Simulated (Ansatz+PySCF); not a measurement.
Values are calculated unless marked as measured or tabulated.
Input for Ansatz (development build ahead of 0.2.0):

```yaml
crystal:
  periodic: [false, false, false]
  atoms:
    - { symbol: "N", position_ang: [0.0, 0.0, -0.85076] }
    - { symbol: "N", position_ang: [0.0, 0.0, 0.85076] }
basis:
  gaussian: { orbitals: STO-3G }
hamiltonian:
  xc: hf
correlation:
  method: mp2
  frozen_orbitals: { "N": 1 }
scf:
  omitted_lower_state_checks: [starts, atomic_configurations, cluster_reference, orbital_swaps, given_window_search, neighbouring_geometries, increment]
```

The input is written out in the form of the current development build from the run's settings.

The run gave:

```yaml
Converged: yes
Reference_energy: -107.17832 hartree
Correlation_energy: -0.10217 hartree
Total_energy: -107.28049 hartree
Spin_squared_of_the_determinant: 0.000
Stability_test: minimum among restricted orbitals
```

Messages of the program:
```
mean field -2916.47074220 eV, -107.1783229210 hartree, gradient 9.4e-6 eV, S^2 0.000000; 2 other ends of a descent, 0 dependent functions left out; unlike orbitals of the two spins would lower it
```

Caution: bonds are stretched, where a single reference can fail; an unrestricted determinant lies well below; the determinant may break the point group; another reference gives a lower total.
